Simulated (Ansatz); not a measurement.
Species: CH$_{4}$N, charge 0, multiplicity 2. It need not be the lowest isomer of its formula. 
Geometry from a B3LYP-D3(BJ)/def2-TZVP (Ansatz, a quantum-chemistry and plane-wave program) optimisation:
```xyz
6

C      0.0571     0.6220     0.0514
N     -0.0053    -0.8134     0.0521
H     -0.9486     1.0689     0.0351
H     -0.5105    -1.0936    -0.7957
H      0.5859     0.9841     0.9335
H      0.5674     1.0026    -0.8464
```
Charge 0, spin multiplicity 2.

Basis-set convergence of Hartree-Fock and CCSD(T) correlation energies (hartree) with Ansatz. Cores are frozen in the correlated levels unless marked. Open shells are spin-unrestricted. No spin-orbit coupling. Non-relativistic.

| basis | functions | E(HF) | E(corr, CCSD(T)) |
|---|---|---|---|
| aug-cc-pVDZ | 82 | -94.60990 | -0.34127 |
| aug-cc-pVTZ | 184 | ___ | ___ |

Q: Fill in the missing entries.

A: 
- aug-cc-pVTZ, E(HF): -94.63268
- aug-cc-pVTZ, E(corr, CCSD(T)): -0.40443
